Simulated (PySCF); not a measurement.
tetrafluoromethane (CF₄), SMILES C(F)(F)(F)F. Geometry optimised at PBE-D3(BJ)/def2-SVP.

These are PBE-D3(BJ)/def2-SVP in PySCF values and carry that method's errors.

Harmonic wavenumbers (cm⁻¹): 420, 420, 608, 608, 608, 885, 1254, 1254, 1254. Rotational constants (GHz): 5.609, 5.609, 5.609; symmetry number 12.

Question: Work out the zero-point energy and the ideal-gas rigid-rotor harmonic-oscillator thermochemistry at 298.15 K and 1 atm.

Answer: ZPE = ½ Σ hcν = ½ × 7314 cm⁻¹ = 43.75 kJ/mol. H − E(el) = 56.67 kJ/mol. Entropy in J/(mol K): translation 164.59, rotation 84.00, vibration 13.96, total 262.54. G − E(el) = -21.61 kJ/mol. Cp = 62.26 J/(mol K).
